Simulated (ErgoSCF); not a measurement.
**C2H3F+ (SMILES [CH2][CH+]F) at 4 levels**

We compute a comparison of 4 runs (UHF/STO-3G, UHF/def2-SVP, UPBE0/def2-SVP, USVWN5/6-311G**) of C2H3F+. 

The results are computed with ErgoSCF 3.8.

## (1) The molecule

C2H3F+ has 6 atoms, charge +1, and is taken as a doublet. SMILES: `[CH2][CH+]F`. The coordinates come from a GFN2-xTB relaxation. This is one conformer, not always the lowest.

Bond lengths: C1–C2 1.360 Å, C2–F3 1.280 Å, C1–H4 1.096 Å, C1–H5 1.089 Å, C2–H6 1.105 Å. Angles: C1–C2–F3 124.7°, C1–C2–H6 122.0°, F3–C2–H6 113.2°, C2–C1–H4 122.0°, C2–C1–H5 122.1°, H4–C1–H5 115.8°.

## (2) The energy at UHF/STO-3G (run 1)

File input.ego:

```
set_nthreads("env")
molecule_inline
C   -0.90835355   0.47239374  -0.85695300
C    0.90447962  -0.37367444   0.75679752
F    1.56565699  -2.68824880   0.99312667
H   -2.46968307  -0.73542472  -1.48131851
H   -0.97018539   2.42485877  -1.50675423
H    1.87810431   0.90009545   2.09510156
EOF
charge = 1
scf.max_number_of_iterations = 120
scf.use_diagonalization = 1
spin_polarization = 1
scf.output_mulliken_pop = 1
tmpdir = "."
basis = "STO-3G"
run "HF"
```

The basis set STO-3G is read from a file made from the Basis Set Exchange's data (not shown).

On the command line:

```console
$ ergo input.ego
```

Log:

```text
[...]
INSC SCF_general constructor, number of basis functions: 18
[...]
INSC Energy   1 =       -138.83228113351
[...]
INDE E_LUMO =         -0.22018980527
[...]
INSC Energy  22 =       -174.26021075855  ( diff     -0.000000000004718 )
[...]
RESC CONVERGED after  22 iterations.
RESC FINAL ENERGY:       -174.26021075855
RESC FINAL <S2> =          0.76407966656
[...]
INSC SCF: dipole_moment_x [atomic units] =       0.15122920
INSC SCF: dipole_moment_y [atomic units] =       0.05750812
INSC SCF: dipole_moment_z [atomic units] =       0.16077966
[...]
```

Run time: 2.1 s. Hardware: 1 thread of Arm Neoverse V1, shared host; peak memory 0.26 GiB.

## (3) A single-point energy at UHF/def2-SVP (run 2)

File input.ego:

```
# C2H3F, HF
set_nthreads(1)
molecule_inline
C     -0.90835355     0.47239374    -0.85695300
C      0.90447962    -0.37367444     0.75679752
F      1.56565699    -2.68824880     0.99312667
H     -2.46968307    -0.73542472    -1.48131851
H     -0.97018539     2.42485877    -1.50675423
H      1.87810431     0.90009545     2.09510156
EOF
basis = "def2-SVP"
scf.output_mulliken_pop = 1
spin_polarization = 1
scf.use_diagonalization = 1
charge = 1
scf.max_number_of_iterations = 120
tmpdir = "."
run "HF"
```

The basis set def2-SVP is read from a file made from the Basis Set Exchange's data (not shown).

On the command line:

```console
$ ergo input.ego
```

Log:

```text
[...]
INSC SCF_general constructor, number of basis functions: 57
[...]
INSC Energy   1 =        -63.25548238244
[...]
INDE E_LUMO =         -0.27628563647
[...]
INSC Energy  22 =       -176.41289996683  ( diff     -0.000000000006992 )
[...]
RESC CONVERGED after  22 iterations.
RESC FINAL ENERGY:       -176.41289996683
RESC FINAL <S2> =          0.75731624071
[...]
INSC SCF: dipole_moment_x [atomic units] =      -0.07349409
INSC SCF: dipole_moment_y [atomic units] =       0.49050954
INSC SCF: dipole_moment_z [atomic units] =       0.02197986
[...]
```

It took 18 s on 1 thread of Arm Neoverse V1, shared host; peak memory 0.26 GiB.

Run 3 isn't shown in full; the table further down has it.

## (4) A single-point energy at USVWN5/6-311G(d,p) (run 4)

File molecule.xyz:

```xyz
6
C2H3F
C     -0.480680     0.249980    -0.453480
C      0.478630    -0.197740     0.400480
F      0.828510    -1.422560     0.525540
H     -1.306900    -0.389170    -0.783880
H     -0.513400     1.283180    -0.797340
H      0.993850     0.476310     1.108680
```

File job.ego:

```
set_nthreads(1)
molecule "molecule.xyz"
tmpdir = "."
scf.output_mulliken_pop = 1
spin_polarization = 1
charge = 1
basis = "6-311G**"
scf.use_diagonalization = 1
XC.angint = 41
XC.sparse_mode = 0
scf.max_number_of_iterations = 120
XC.radint = 1e-11
run "SVWN5"
```

The basis set 6-311G** is read from a file made from the Basis Set Exchange's data (not shown).

On the command line:

```console
$ ergo job.ego
```

Log:

```text
[...]
INSC SCF_general constructor, number of basis functions: 72
[...]
INSC Energy   1 =        -79.69259029790
[...]
INDE E_LUMO =         -0.51699551446
[...]
INSC Energy  37 =       -176.12045974980  ( diff     -0.000000000000853 )
[...]
RESC CONVERGED after  37 iterations.
RESC FINAL ENERGY:       -176.12045974980
RESC FINAL <S2> =          0.75120289280
[...]
INSC SCF: dipole_moment_x [atomic units] =      -0.04400141
INSC SCF: dipole_moment_y [atomic units] =       0.25508771
INSC SCF: dipole_moment_z [atomic units] =       0.01019926
[...]
```

It took 27 s on 1 thread of Arm Neoverse V1, shared host; peak memory 0.26 GiB.

## (5) Overview of the runs

| run | level | integration grid | radint | energy (Eh) | ⟨S²⟩ | wall time |
| --- | --- | --- | --- | --- | --- | --- |
| 1 | UHF/STO-3G | – | – | -174.260211 | 0.764 | 2.1 s |
| 2 | UHF/def2-SVP | – | – | -176.412900 | 0.757 | 18 s |
| 3 | UPBE0/def2-SVP | Turbo | 1e-11 | -177.121428 | 0.753 | 22 s |
| 4 | USVWN5/6-311G** | Turbo | 1e-11 | -176.120460 | 0.751 | 27 s |

## (6) Results

| quantity | value |
| --- | --- |
| run 4: total energy | -176.12046 Eh |
| run 4: ⟨S²⟩ | 0.751 |

In words: Totals of different functionals can't be ranked against each other. In run 1 the basis is minimal, so the values are rough. All runs together took 69 s, the longest 27 s.
